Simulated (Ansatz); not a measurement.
# BiSeBr (Pnma, No. 62; structure not from a measured cell): band gap by level of theory

The reference, 1.5 eV (measured, temperature not stated, the source names no phase, not corrected to a static lattice, literature value quoted in the introduction; as tabulated in Shi et al. (2016), doi:10.1103/physrevb.93.104108), is not set against levels without spin–orbit coupling, which matters for this solid.

```csv
level (code),value (eV)
LDA (Ansatz),1.45
PBEsol+SOC (Ansatz),0.86 (indirect)
r²SCAN (Ansatz),1.97
HSE06 (Ansatz),2.29
PBE0 (Ansatz),2.93
```

Computed values are for a static lattice. Spin–orbit coupling is included only where a level's name says +SOC; with heavier elements it mostly lowers gaps and can invert bands.  Values are at the PBEsol cell. Cutoffs and k meshes differ between the levels. Ansatz's density-functional and Hartree–Fock values are scalar-relativistic unless marked +SOC, with PAW data made under PBE.

Ansatz is a program for electronic structure.
